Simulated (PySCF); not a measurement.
Molecule: `CP(C)(C)=O`, C3H9OP.

Geometry (Å), atoms numbered from 1 in this order:
```xyz
14

C     1.528    0.597   -0.295
P     0.141   -0.223    0.548
C    -0.436   -1.484   -0.629
C    -1.184    1.023    0.571
O     0.490   -0.766    1.898
H     1.240    1.019   -1.269
H     1.900    1.401    0.357
H     2.339   -0.134   -0.434
H    -1.354   -1.944   -0.236
H    -0.632   -1.067   -1.628
H     0.334   -2.266   -0.704
H    -1.440    1.378   -0.439
H    -0.857    1.874    1.187
H    -2.073    0.578    1.041
```

Geometry PBE0-D3(BJ)/def2-SVP throughout; GIAO in PySCF 2.14.0 with density-fitted response routines, gas phase, one conformer, non-relativistic; equivalent atoms averaged; basis pcSseg-1.

For orientation, BHandHLYP gives these absolute shieldings σ: C1/C3/C4 164.9, P2 312.4, O5 231.3, H6/H7/H8/H9/H10/H11/H12/H13/H14 30.32 ppm.

A run gave: C1/C3/C4 162.2, P2 299.2, O5 221.8, H6/H7/H8/H9/H10/H11/H12/H13/H14 30.19 ppm (absolute shieldings σ).

Q: Which functional was used in that run?
A. wB97X-D
B. WP04
C. B97-2
D. LC-wPBE
E. CAM-B3LYP

A: E. P2 tells them apart best: CAM-B3LYP gives 299.2, B97-2 gives 314.3, WP04 gives 285.9, wB97X-D gives 308.4, LC-wPBE gives 315.6 ppm.
